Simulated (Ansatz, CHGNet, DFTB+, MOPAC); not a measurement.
Ladder of methods for the LO phonon frequency at L of diamond

Reference value: 1241 cm⁻¹ (measured, temperature not stated, not corrected to a static lattice, sources range from 1234 to 1254; as tabulated in Yang et al. (2021), arXiv:2106.07201).

Question: What do DFTB cp2k-scc, PM7 semi-empirical Hartree-Fock (MOPAC), CHGNet-r²SCAN, LDA, PBE, PBE-D3(BJ), r²SCAN give, and how far is each from the reference?

Answer: 
| level (code) | value (cm⁻¹) | cell (Å³/atom) | difference (%) |
|---|---|---|---|
| DFTB cp2k-scc (DFTB+) | 1303 | 5.63 | +5.0 |
| PM7 semi-empirical Hartree-Fock (MOPAC) (MOPAC) | 1209 | 5.70 | -2.6 |
| CHGNet-r²SCAN (CHGNet) | 844 | 5.64 | -32 |
| LDA (Ansatz) | 1266 | 5.51 | +2.0 |
| PBE (Ansatz) | 1246 | 5.70 | +0.4 |
| PBE-D3(BJ) (Ansatz) | 1255 | 5.63 | +1.1 |
| r²SCAN (Ansatz) | 1284 | 5.64 | +3.5 |

Nearest, and too close to rank with a margin of 3.0 % (twice that across the reference) picked here for doubts on the reference and the settings, and for temperature and zero-point motion: PBE (+0.4 %), PBE-D3(BJ) (+1.1 %), LDA (+2.0 %), PM7 semi-empirical Hartree-Fock (MOPAC) (-2.6 %). CHGNet-r²SCAN (-32 %) lies farthest from it. Within 10 %: DFTB cp2k-scc, PM7 semi-empirical Hartree-Fock (MOPAC), LDA, PBE, PBE-D3(BJ), r²SCAN.

The measured value isn't corrected to a static lattice, so vibrations enter the comparison.  PM7 semi-empirical Hartree-Fock (MOPAC): the method was fitted mainly to molecules. PM7 semi-empirical Hartree-Fock (MOPAC): the run uses a supercell at the zone centre in place of a k mesh. PBE-D3(BJ): the dispersion coefficients are held fixed in the derivatives. Each level is taken at its own relaxed cell. Cutoffs and k meshes differ between the levels. Ansatz's density-functional and Hartree–Fock values are scalar-relativistic unless marked +SOC, with PAW data made under PBE.

Machine-learned potentials (CHGNet-r²SCAN) are trained on DFT data, which may include these solids.

Differences are worked out from the printed values.

Ansatz is a program for electronic structure.
